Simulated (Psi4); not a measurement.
**C2H2FO+ (SMILES [O+]#CCF): levels of theory compared**

We compute a comparison of 3 runs (HF/d-aug-cc-pVDZ, B3LYP/6-31G*, MP2/6-31G*) of C2H2FO+. 

The calculation is run with Psi4 1.11.

1 further run of the same task is left out (set aside as unsound or not needed).

## 1. The structure to begin with

C2H2FO+ has 6 atoms, charge +1, and is taken as a singlet. As SMILES, `[O+]#CCF`. The shape is that of a GFN2-xTB optimisation.

Bond lengths: O1–C2 1.108 Å, C2–C3 1.418 Å, C3–F4 1.351 Å, C3–H5 1.115 Å, C3–H6 1.114 Å. Angles: O1–C2–C3 178.4°, C2–C3–F4 110.5°, C2–C3–H5 110.4°, C2–C3–H6 110.6°, F4–C3–H5 108.6°, F4–C3–H6 108.6°, H5–C3–H6 108.1°.

## 2. The energy at HF/d-aug-cc-pVDZ (density fitting) (run 1)

File run.py:

```python
import psi4

psi4.set_memory(1600000000)
psi4.set_num_threads(1)
psi4.set_output_file('c2h2fo.out', False)

geom = psi4.geometry("""
1 1
O     -1.265800    -1.593990     0.417170
C     -0.611290    -0.722430     0.216160
C      0.249990     0.369390    -0.063400
F      1.209080     0.002270    -0.941840
H      0.742170     0.725860     0.870880
H     -0.324150     1.218910    -0.498970
units angstrom
""")

psi4.set_options({
    'basis': 'd-aug-cc-pVDZ',
    'reference': 'rhf',
    'e_convergence': 1e-07,
    'screening': 'density',
})

energy_value, wavefunction = psi4.energy("scf", return_wfn=True)
print('E =', round(energy_value, 9))
```

On the command line:

```
python run.py
```

c2h2fo.out:

```text
[...]
  Running in c1 symmetry.
[...]
  Nuclear repulsion =  108.357207028323501
[...]
  Multiplicity = 1
[...]
  Nalpha       = 15
  Nbeta        = 15
[...]
    Number of basis functions: 154
[...]
   @DF-RHF iter   1:  -250.80445765539255   -3.53490e-01   2.76810e-03 ADIIS/DIIS
[...]
   @DF-RHF iter   9:  -250.89922379563899   -4.45048e-08   4.28567e-07 DIIS
[...]
    Orbital Energies [Eh]
    ---------------------
    Doubly Occupied:
       1A    -26.572695     2A    -21.012886     3A    -11.744214
       4A    -11.644011     5A     -1.883394     6A     -1.856417
       7A     -1.354885     8A     -1.100844     9A     -1.040464
      10A     -1.009266    11A     -0.994260    12A     -0.945601
      13A     -0.930292    14A     -0.861995    15A     -0.807459
[...]
  @DF-RHF Final Energy:  -250.89922379563899
   => Energetics <=
    Nuclear Repulsion Energy =            108.3572070283235007
    One-Electron Energy =                -550.9953990609024004
    Two-Electron Energy =                 191.7389682369399111
    Total Energy =                       -250.8992237956389886
[...]
 Multipole Moments:
 ------------------------------------------------------------------------------------
     Multipole            Electronic (a.u.)      Nuclear  (a.u.)        Total (a.u.)
 ------------------------------------------------------------------------------------
 L = 1.  Multiply by 2.5417464519 to convert [e a0] to [Debye]
 Dipole X            :         -0.0160379           -0.7365261           -0.7525640
 Dipole Y            :         -1.4777885            2.2389591            0.7611706
 Dipole Z            :         -0.5203550            1.3774814            0.8571263
 Magnitude           :                                                    1.3712764
[...]
```

On the terminal:

```text
E = -250.899223796
```

Wall time 2.2 s (1 thread of Intel Xeon Platinum 8488C (Sapphire Rapids), shared host); peak memory 0.26 GiB.

## 3. Energy and forces at B3LYP/6-31G(d) (spherical functions) (run 2)

File input.inp:

```
memory 1600 MB

molecule mol {
  1 1
  O     -2.39201533    -3.01220455     0.78833705
  C     -1.15517068    -1.36519484     0.40848320
  C      0.47241263     0.69804593    -0.11980864
  F      2.28483006     0.00428968    -1.77981965
  H      1.40249804     1.37167660     1.64572469
  H     -0.61255472     2.30340607    -0.94291664
  units au
  symmetry c1
  no_reorient
  no_com
}

set basis 6-31G*
set reference rks
set puream true
set e_convergence 1e-09
set d_convergence 1e-08
set scf_type pk
set dft_radial_points 99
set dft_spherical_points 590

result, w = gradient('b3lyp', return_wfn=True)
oeprop(w, 'QUADRUPOLE', 'LOWDIN_CHARGES', 'MAYER_INDICES', title='B3LYP')
```

On the command line:

```
psi4 -n 1 input.inp input.out
```

input.out:

```text
[...]
  Running in c1 symmetry.
[...]
  Nuclear repulsion =  108.357207074529271
[...]
  Multiplicity = 1
[...]
  Nalpha       = 15
  Nbeta        = 15
[...]
    Number of basis functions: 60
[...]
   @RKS iter   1:  -252.03142489335212    6.66548e-02   7.16343e-03 ADIIS/DIIS
[...]
   @RKS iter  11:  -252.10252214710559   -2.50111e-12   3.66869e-09 DIIS
[...]
  @RKS Final Energy:  -252.10252214710559
   => Energetics <=
    Nuclear Repulsion Energy =            108.3572070745292706
    One-Electron Energy =                -551.4874164565495676
    Two-Electron Energy =                 215.5043139571243955
    DFT Exchange-Correlation Energy =     -24.4766267222096658
    Empirical Dispersion Energy =           0.0000000000000000
    VV10 Nonlocal Energy =                  0.0000000000000000
    Total Energy =                       -252.1025221471055886
[...]
  -Total Gradient:
     Atom            X                  Y                   Z
    ------   -----------------  -----------------  -----------------
       1        0.023214830856     0.029982244997    -0.007336155697
       2       -0.001513013593    -0.000308913753     0.001021507789
       3       -0.033920618147    -0.051655111405     0.007611765117
       4       -0.001626716337     0.011071315854     0.005273938125
       5        0.009712708634     0.004200464325     0.000328230658
       6        0.004148805097     0.006708597446    -0.006912426339
[...]
 Multipole Moments:
 ------------------------------------------------------------------------------------
     Multipole            Electronic (a.u.)      Nuclear  (a.u.)        Total (a.u.)
 ------------------------------------------------------------------------------------
 L = 1.  Multiply by 2.5417464519 to convert [e a0] to [Debye]
 Dipole X            :          1.1189433           -1.8792571           -0.7603138
 Dipole Y            :         24.1963660          -24.3868401           -0.1904741
 Dipole Z            :          7.7996124           -7.2768250            0.5227873
 Magnitude           :                                                    0.9421592
 L = 2.  Multiply by 1.3450342976 to convert [e a0^2] to [Debye ang]
 Quadrupole XX       :       -117.4443393          104.4457163          -12.9986229
 Quadrupole XY       :        -68.3320760           69.6837305            1.3516545
[...]
```

Run time: 9.9 s. Hardware: 1 thread of Intel Xeon Platinum 8488C (Sapphire Rapids), shared host; peak memory 0.77 GiB.

## 4. The energy at MP2/6-31G(d) (spherical functions) (run 3)

File run.py:

```python
import psi4

psi4.set_memory('1600 MB')
psi4.set_num_threads(1)
psi4.core.set_output_file('psi4.out', False)

geom = psi4.geometry("""
1 1
O     -1.265800    -1.593990     0.417170
C     -0.611290    -0.722430     0.216160
C      0.249990     0.369390    -0.063400
F      1.209080     0.002270    -0.941840
H      0.742170     0.725860     0.870880
H     -0.324150     1.218910    -0.498970
symmetry c1
""")

psi4.set_options({
    'basis': '6-31G*',
    'puream': True,
    'e_convergence': 1e-09,
    'd_convergence': 1e-08,
    'scf_type': 'pk',
    'num_frozen_docc': 4,
    'mp2_type': 'conv',
})

e, wfn = psi4.energy('mp2', molecule=geom, return_wfn=True)
print(f'mp2 energy: {e:.10f} Eh')
```

On the command line:

```
python run.py
```

psi4.out:

```text
[...]
  Running in c1 symmetry.
[...]
  Nuclear repulsion =  108.357207028323501
[...]
  Multiplicity = 1
[...]
  Nalpha       = 15
  Nbeta        = 15
[...]
    Number of basis functions: 60
[...]
   @RHF iter   1:  -250.74647817429562   -2.81427e-01   7.94011e-03 DIIS/ADIIS
[...]
   @RHF iter  13:  -250.85768787732968   -2.84217e-12   4.99846e-09 DIIS
[...]
    Orbital Energies [Eh]
    ---------------------
    Doubly Occupied:
       1A    -26.555598     2A    -21.018657     3A    -11.746512
       4A    -11.634226     5A     -1.873067     6A     -1.858698
       7A     -1.355760     8A     -1.099338     9A     -1.038613
      10A     -1.008599    11A     -0.991765    12A     -0.945676
      13A     -0.929535    14A     -0.857466    15A     -0.804234
[...]
  @RHF Final Energy:  -250.85768787732968
   => Energetics <=
    Nuclear Repulsion Energy =            108.3572070283235007
    One-Electron Energy =                -550.9943027947642804
    Two-Electron Energy =                 191.7794078891110985
    Total Energy =                       -250.8576878773296812
[...]
 Multipole Moments:
 ------------------------------------------------------------------------------------
     Multipole            Electronic (a.u.)      Nuclear  (a.u.)        Total (a.u.)
 ------------------------------------------------------------------------------------
 L = 1.  Multiply by 2.5417464519 to convert [e a0] to [Debye]
 Dipole X            :         -0.0526669           -0.7365261           -0.7891930
 Dipole Y            :         -1.4797395            2.2389591            0.7592197
 Dipole Z            :         -0.4926156            1.3774814            0.8848657
 Magnitude           :                                                    1.4079160
[...]
	SCS-MP2 Total Energy (a.u.)        :  -251.41853175062869
	SOS-MP2 Total Energy (a.u.)        :  -251.36687346832019
	SCSN-MP2 Total Energy (a.u.)       :  -251.13044360791866
[...]
	SOS-PI-MP2 Total Energy (a.u.)     :  -251.45173773348526
[...]
	MP2 Total Energy (a.u.)            :  -251.43698405008067
[...]
```

The script printed:

```text
mp2 energy: -251.4369840501 Eh
```

Wall time 2.3 s (1 thread of Intel Xeon Platinum 8488C (Sapphire Rapids), shared host); peak memory 0.23 GiB.

## 5. Overview of the runs

```csv
run,level,task,integrals,energy (Eh),HOMO energy (eV),LUMO energy (eV),HOMO–LUMO gap (eV),wall time
1,HF/d-aug-cc-pVDZ (density fitting),energy,df,-250.899224,-21.97,-5.13,16.84,2.2 s
2,B3LYP/6-31G* (spherical functions),gradient,pk,-252.102522,-16.67,-9.83,6.85,9.9 s
3,MP2/6-31G* (spherical functions),energy,pk,-251.436984,-21.88,-5.01,16.87,2.3 s
```

## 6. What came out

| quantity | value |
| --- | --- |
| run 3: total energy | -251.43698 Eh |
| run 3: HOMO energy (Hartree–Fock orbitals) | -21.88 eV |
| run 3: LUMO energy (Hartree–Fock orbitals) | -5.01 eV |
| run 3: HOMO–LUMO gap (Hartree–Fock orbitals) | 16.87 eV |
| run 3: correlation energy (4 core orbitals frozen) | -579.3 mEh |

All runs together took 14 s, the longest 9.9 s.
